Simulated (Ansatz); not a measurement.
# C₄H₇FO: how energies converge with the basis set

How large a basis does C₄H₇FO need? Two functionals are run in growing sets.

The runs use Ansatz 0.2.0, Gaussian basis; one geometry, several basis sets.

The runs, in order: PBE0-D4/def2-SVP; ωB97M-V/def2-SVP; PBE0-D4/def2-QZVPP; ωB97M-V/def2-QZVPP; the functionals' def2-TZVPP values are taken from earlier runs.

### 1 The geometry

The geometry comes from an earlier relaxation with PBE0-D4 in a triple-zeta def2 set; it is a stationary point, not always the lowest conformer.

SMILES `CC(C)(F)C=O`, 13 atoms, charge 0, spin multiplicity 1.

Atoms are counted from 1 here; the program's logs count them from 0.

Bond lengths: C1–C2 1.513 Å, C1–H7 1.091 Å, C1–H8 1.091 Å, C1–H9 1.092 Å, C2–C3 1.513 Å, C2–F4 1.395 Å, C2–C5 1.520 Å, C3–H10 1.091 Å, C3–H11 1.092 Å, C3–H12 1.091 Å, C5–O6 1.197 Å, C5–H13 1.111 Å. Angles: C2–C1–H7 109.6°, C2–C1–H8 109.8°, C2–C1–H9 110.6°, H7–C1–H8 109.3°, H7–C1–H9 108.7°, H8–C1–H9 108.8°, C1–C2–C3 113.3°, C1–C2–F4 108.4°, C1–C2–C5 110.0°, C3–C2–F4 108.4°, C3–C2–C5 110.2°, F4–C2–C5 106.3°, C2–C3–H10 109.6°, C2–C3–H11 110.6°, C2–C3–H12 109.8°, H10–C3–H11 108.7°, H10–C3–H12 109.3°, H11–C3–H12 108.8° and more.

Coordinates:

```mol
C4H7FO
  3D, bonds by distance, orders not assigned

 13 12  0  0  0  0  0  0  0  0999 V2000
   -0.5079   -1.1827    0.5683 C   0  0
   -0.2464    0.0497   -0.2702 C   0  0
    1.1905    0.1666   -0.7298 C   0  0
   -1.0669   -0.0025   -1.3971 F   0  0
   -0.6544    1.2973    0.4961 C   0  0
   -0.1332    1.6421    1.5175 O   0  0
    0.0660   -1.1242    1.4940 H   0  0
   -0.2115   -2.0755    0.0152 H   0  0
   -1.5676   -1.2600    0.8180 H   0  0
    1.8423    0.2918    0.1357 H   0  0
    1.3142    1.0283   -1.3882 H   0  0
    1.4796   -0.7348   -1.2727 H   0  0
   -1.4843    1.8693    0.0283 H   0  0
  1  2  8  0
  2  3  8  0
  2  4  8  0
  2  5  8  0
  5  6  8  0
  1  7  8  0
  1  8  8  0
  1  9  8  0
  3 10  8  0
  3 11  8  0
  3 12  8  0
  5 13  8  0
M  END
```

### 2 PBE0-D4 in def2-SVP

in.yaml

```yaml
crystal:
  periodic: [false, false, false]
  atoms:
    - {symbol: C, position_ang: [-0.507878, -1.182723, 0.568306]}
    - {symbol: C, position_ang: [-0.246376, 0.049675, -0.270208]}
    - {symbol: C, position_ang: [1.190501, 0.166620, -0.729783]}
    - {symbol: F, position_ang: [-1.066890, -0.002539, -1.397148]}
    - {symbol: C, position_ang: [-0.654398, 1.297341, 0.496070]}
    - {symbol: O, position_ang: [-0.133224, 1.642090, 1.517537]}
    - {symbol: H, position_ang: [0.066023, -1.124224, 1.493951]}
    - {symbol: H, position_ang: [-0.211480, -2.075505, 0.015169]}
    - {symbol: H, position_ang: [-1.567646, -1.259965, 0.818030]}
    - {symbol: H, position_ang: [1.842298, 0.291772, 0.135695]}
    - {symbol: H, position_ang: [1.314225, 1.028342, -1.388206]}
    - {symbol: H, position_ang: [1.479595, -0.734773, -1.272679]}
    - {symbol: H, position_ang: [-1.484254, 1.869289, 0.028267]}
basis:
  gaussian: {orbitals: def2-SVP}
hamiltonian: {xc: pbe0, dispersion: d4}
output: {orbitals: {seedname: orbitals}}
```

The runs that follow: ωB97M-V in def2-SVP; PBE0-D4 in def2-QZVPP; ωB97M-V in def2-QZVPP.

Before running them: what should the planned runs give, taken together? Wanted: PBE0-D4: double and triple zeta above quadruple; ωB97M-V: double and triple zeta above quadruple.

The runs gave:

| quantity | value |
| --- | --- |
| PBE0-D4: double and triple zeta above quadruple | 10.89, 0.48 eV |
| ωB97M-V: double and triple zeta above quadruple | 11.28, 0.47 eV |

**Reading.** PBE0-D4 gains 10.41 eV from double to triple zeta, then 0.48 eV more. These are total energies; as a rule much of such shifts cancels in differences, which this series doesn't test.
